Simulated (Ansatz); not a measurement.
Results of r²SCAN-D4 in Ansatz (plane waves, PAW) for 1T (CdI2-type) VSe₂ (undistorted form, which takes a superstructure on cooling).

Settings: plane-wave cutoff 500 eV, 18×18×8 k mesh (along the axes of the cell as run), Fermi–Dirac smearing 0.05 eV, no spin polarisation, scalar-relativistic PAW data made under PBE.

Computed at the level's own relaxed cell.

Task: What does this level give for the volume per atom, lattice parameter a and c axis length?

Result: 
- volume per atom = 20.10 Å³/atom
- lattice parameter a = 3.334 Å
- c axis length = 6.264 Å

Note: the run has no spin polarisation, so it can have missed a magnetic state.

It cost very roughly 2.5 core-minutes of CPU time.

Ansatz is an electronic-structure program.
